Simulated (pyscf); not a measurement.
Four-centre exchange: HS–GeH₃ + HF → F–GeH₂–SH + H₂

Gas phase, singlet surface, charge 0. Bonds broken: Ge2–H4, F7–H8. Bonds formed: Ge2–F7, H4–H8. Structures and frequencies: ωB97X-D3(BJ)/def2-SVP in PySCF.

Transition state (Å):

```xyz
8

S      0.6471     1.5886     0.0020
Ge     0.0716    -0.5197     0.2197
H     -0.5758     2.0022    -0.3781
H     -0.7480    -1.2343     1.7226
H     -0.3260    -1.3396    -1.0039
H      1.3526    -1.1034     0.8558
F     -1.8815     0.0440     0.4786
H     -1.4577    -0.7166     1.3619
```

One imaginary mode, 1207i cm⁻¹; descent along it reached the two sides named, in the forms told below.

```
bond    change  reactant side (Å)  saddle  product side
------  ------  -----------------  ------  ------------
Ge2–H4  breaks              1.525   1.855           3.8
F7–H8   breaks              0.933   1.240         2.399
Ge2–F7   forms                3.3   2.049         1.749
H4–H8    forms                2.8   0.950         0.761
```

Electronic energies relative to the separated reactants (kcal/mol):

| level | barrier | reaction energy | reverse barrier |
|---|---|---|---|
| ωB97X-D3(BJ)/def2-TZVP | 34.7 | -12.5 | 47.2 |
| PBE/def2-TZVP | 28.3 | -12.0 | 40.3 |
| r²SCAN/def2-TZVP | 30.1 | -13.7 | 43.8 |
| B3LYP-D3(BJ)/def2-TZVP | 33.4 | -12.7 | 46.1 |
| PBE0-D3(BJ)/def2-TZVP | 32.9 | -10.4 | 43.3 |
| M06-2X/def2-TZVP | 33.3 | -16.4 | 49.7 |
| ωB97M-D3(BJ)/def2-TZVP | 35.0 | -11.5 | 46.5 |
| HF/def2-TZVP | 52.0 | -11.2 | 63.3 |

With ωB97M-D3(BJ)/def2-TZVP energies and thermal terms (ideal gas, 1 atm, RRHO with modes under 100 cm⁻¹ raised to 100, one conformer, R ln 2 for chiral ones without a mode under 150 cm⁻¹), in kcal/mol:

| T (K) | ΔH‡ | ΔG‡ | ΔH | ΔG |
|---|---|---|---|---|
| 298 | 33.5 | 43.6 | -13.8 | -12.6 |
| 600 | 33.2 | 54.0 | -13.2 | -11.6 |
| 900 | 33.4 | 64.4 | -12.7 | -10.9 |
| 1200 | 33.8 | 74.6 | -12.4 | -10.3 |

On the reactant side the descent ends in a complex (not fully relaxed), 6.4 kcal/mol under the separated species and 41.1 kcal/mol under the saddle at ωB97X-D3(BJ)/def2-TZVP. At the saddle there is also a short Ge–H contact that neither side keeps. The same reactants have a lower exit, to H₂S + F–GeH₃ (barrier +26.0 kcal/mol at ωB97M-D3(BJ)/def2-TZVP, against +35.0 kcal/mol here). This is the saddle that the search found; another between the same sides may lie lower. Elements up to Kr have no core potential and no relativistic terms here.
